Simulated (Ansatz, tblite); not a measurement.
Cost and result up the ladder for SiH2MeCl (CH₅ClSi) (8 atoms). Total charge 0; singlet. Geometry: r2SCAN-D4/def2-TZVP.

```xyz
8

Si   -0.6862    0.5024    0.0762
H    -0.4979    1.8617   -0.4846
H    -1.1999    0.6090    1.4628
C     0.8856   -0.4844    0.0075
H     1.6659    0.0110    0.5922
H     1.2399   -0.5828   -1.0206
H     0.7363   -1.4859    0.4162
Cl   -2.1437   -0.4311   -1.0497
```

Ansatz on 4 threads of Arm Neoverse V2 on a shared host; xTB runs through tblite on one thread. Times are rough, summed over both states, and most runs start from the orbitals of an earlier one. PBE0-D4/def2-TZVP serves as the yardstick here, not as an exact answer. The other state is a doublet.

The xTB rows come from tblite.

Run but left out: PBE-D4/def2-TZVP (charge +1 doublet: an occupied level 0.07 eV above an empty one).

Raw xTB energies of ions are shifted by several eV.

```tsv
level	functions	vertical IE (eV)	difference from PBE0-D4/def2-TZVP (eV)
PBE0-D4/def2-TZVP	135	10.96	0.00
r2SCAN-D4/def2-TZVP (with forces)	135	10.79	-0.17
GFN2-xTB	27	14.24	3.28
GFN1-xTB	32	14.95	3.99
```

**Question.** Estimate how long each takes.

**Answer.** GFN2-xTB 0.006 s; GFN1-xTB 0.008 s; PBE0-D4/def2-TZVP 5.4 s; r2SCAN-D4/def2-TZVP (with forces) 9.7 s. On shared hardware such times vary by a factor of up to 3.
